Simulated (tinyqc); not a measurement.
Worked calculation: UHF in the sto-3g basis, for OH+, spin multiplicity 3. One step of it, computed by the program tinyqc.

Problem. Iteration 2: diagonalisation and new density. Diagonalise F' = X^T F X, C = X C', fill 5 alpha and 3 beta electrons from the bottom; D(s) = C_occ C_occ^T. Each column has its largest component positive (the first on a tie).

F(alpha) (hartree), lower triangle:
```
             1O 1s      1O 2s     1O 2px     1O 2py     1O 2pz      2H 1s
1O 1s   -20.885376
1O 2s    -5.340169  -3.131886
1O 2px   -0.011465  -0.065477  -1.053037
1O 2py   -0.009946  -0.053765   0.008610  -1.076859
1O 2pz   -0.026533  -0.252904  -0.038126  -0.007070  -1.146780
2H 1s    -1.401307  -1.416870  -0.030032  -0.020993  -0.792503  -1.095383
```

F(beta) (hartree), lower triangle:
```
             1O 1s      1O 2s     1O 2px     1O 2py     1O 2pz      2H 1s
1O 1s   -20.824126
1O 2s    -5.270629  -2.708640
1O 2px   -0.025075   0.112266  -0.347705
1O 2py   -0.007601   0.092356  -0.066965  -0.162879
1O 2pz   -0.031563  -0.115166   0.293631   0.055923  -0.837423
2H 1s    -1.383975  -1.251330   0.156454   0.065333  -0.654699  -1.009469
```

X:
```
                1          2         3          4          5         6
1O 1s    0.244162   0.783151  0.000000   0.000000  -0.596589  0.193724
1O 2s   -0.996822  -0.472931  0.000000   0.000000  -0.367380  0.440409
1O 2px   0.000000   0.000000  0.069778   0.997563   0.000000  0.000000
1O 2py   0.000000   0.000000  0.997563  -0.069778   0.000000  0.000000
1O 2pz  -0.733523   0.553931  0.000000   0.000000   0.601858  0.302167
2H 1s    1.191127  -0.215193  0.000000   0.000000   0.185478  0.514938
```

Give: F' = X^T F X; orbital energies; coefficients C; F' = X^T F X; orbital energies; coefficients C; D(alpha) after iteration 2; D(beta) after iteration 2.

Solution.

F' = X^T F X (alpha) (hartree), lower triangle:
```
        1       2       3       4        5       6
1  -0.355
2  -1.262  -9.475
3   0.035   0.019  -1.076
4   0.052   0.006   0.010  -1.054
5   0.885   8.675   0.018   0.001  -10.193
6   0.085  -4.176  -0.043  -0.055    4.596  -3.937
```

orbital energies (alpha) (hartree): MO1 -20.895, MO2 -1.966, MO3 -1.121, MO4 -1.073, MO5 -1.043, MO6 0.009

coefficients C (alpha):
```
           MO1     MO2     MO3     MO4     MO5     MO6
1O 1s    0.994  -0.245   0.095   0.041   0.013   0.086
1O 2s    0.026   0.928  -0.440  -0.187  -0.036  -0.674
1O 2px   0.001   0.077   0.172  -0.309   0.932   0.031
1O 2py   0.001   0.057  -0.304   0.886   0.345   0.013
1O 2pz   0.005   0.281   0.763   0.273  -0.048  -0.749
2H 1s   -0.008   0.079   0.255   0.090  -0.067   1.296
```

F' = X^T F X (beta) (hartree), lower triangle:
```
        1       2       3       4        5       6
1  -0.097
2  -1.216  -9.376
3  -0.067  -0.029  -0.173
4  -0.143   0.058  -0.079  -0.337
5   0.866   8.751   0.029   0.178  -10.021
6  -0.200  -4.202   0.104   0.207    4.611  -3.632
```

orbital energies (beta) (hartree): MO1 -20.831, MO2 -1.555, MO3 -0.983, MO4 -0.300, MO5 -0.137, MO6 0.169

coefficients C (beta):
```
           MO1     MO2     MO3     MO4     MO5     MO6
1O 1s    0.995  -0.227   0.114   0.026  -0.018   0.105
1O 2s    0.022   0.831  -0.525  -0.241   0.089  -0.716
1O 2px   0.001  -0.165  -0.314   0.832  -0.321  -0.281
1O 2py   0.000  -0.083  -0.038   0.314   0.943  -0.058
1O 2pz   0.004   0.202   0.734   0.026  -0.014  -0.847
2H 1s   -0.007   0.225   0.278   0.517  -0.070   1.168
```

D(alpha) after iteration 2, lower triangle:
```
         1O 1s   1O 2s  1O 2px  1O 2py  1O 2pz  2H 1s
1O 1s    1.059
1O 2s   -0.251   1.092
1O 2px  -0.003   0.021   0.999
1O 2py  -0.001   0.009   0.000   1.000
1O 2pz   0.019  -0.123   0.023   0.009   0.738
2H 1s    0.000  -0.053  -0.040  -0.016   0.245  0.084
```

D(beta) after iteration 2, lower triangle:
```
         1O 1s   1O 2s  1O 2px  1O 2py  1O 2pz  2H 1s
1O 1s    1.054
1O 2s   -0.226   0.967
1O 2px   0.003   0.028   0.126
1O 2py   0.015  -0.049   0.025   0.008
1O 2pz   0.042  -0.218  -0.264  -0.044   0.580
2H 1s   -0.026   0.041  -0.124  -0.029   0.249  0.128
```
